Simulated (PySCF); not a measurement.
Molecule: `C(N)C(F)(F)F`, C2H4F3N.

Atom-mapped SMILES (the numbers label the heavy atoms): `[NH2:1][CH2:2][C:3]([F:4])([F:5])[F:6]`. Hydrogens are named by the atom that carries them.

Geometry PBE0-D3(BJ)/def2-SVP throughout; GIAO in PySCF 2.14, gas phase, one conformer, non-relativistic; equivalent atoms averaged; functional PBE0.

For orientation, pcSseg-1 gives these absolute shieldings σ: N1 244.5, C3 53.9, C2 136.5, F4/F5/F6 266.4, H(C2) 28.19, H(N1) 30.90 ppm.

A run gave: N1 241.9, C3 57.3, C2 139.7, F4/F5/F6 263.9, H(C2) 28.31, H(N1) 31.18 ppm (absolute shieldings σ).

Q: Which basis set was used in that run?
A. 6-311+G(2d,p)
B. 6-31G*
C. pcSseg-0
D. cc-pVTZ

A: A. H(N1) tells them apart best: 6-311+G(2d,p) gives 31.18, pcSseg-0 gives 32.82, cc-pVTZ gives 30.92, 6-31G* gives 31.94 ppm.
